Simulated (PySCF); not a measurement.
Molecule: SMILES FP(F)F, F3P.

Geometry:
```
atom   x (Å)   y (Å)   z (Å)
  F1  -0.827  -1.065  -0.378
  P2   0.018  -0.107   0.579
  F3   1.379  -0.138  -0.253
  F4  -0.532   1.282   0.017
```

Geometry PBE0-D3(BJ)/def2-SVP throughout; GIAO in PySCF 2.14.0 with density-fitted response routines, gas phase, one conformer, non-relativistic; equivalent atoms averaged; basis pcSseg-2.

(1) How do the shifts δ (against CFCl3, H3PO4 at the same level) depend on the functional? (ppm; last column core-seconds on 1 thread of an Arm Neoverse V1, shared host)

(2) Which nucleus moves most, in ppm?

Answers

(1) 
| functional | kind | F1/F3/F4 | P2 | core-s |
| --- | --- | --- | --- | --- |
| WP04 | global hybrid | -33.8 | 129.6 | 5 |
| B97-2 | global hybrid | -26.5 | 121.8 | 5 |
| BHandHLYP | global hybrid | -15.7 | 112.7 | 5 |
| CAM-B3LYP | range-separated hybrid | -13.0 | 124.7 | 6.7 |
| wB97X-D | range-separated hybrid | -16.1 | 123.9 | 6.4 |
| LC-wPBE | range-separated hybrid | -2.8 | 127.4 | 8.7 |

(2) F1/F3/F4 (fluorine bonded to P): from -33.8 ppm with WP04 to -2.8 ppm with LC-wPBE. The smallest spread is 17.0 ppm, at P2.
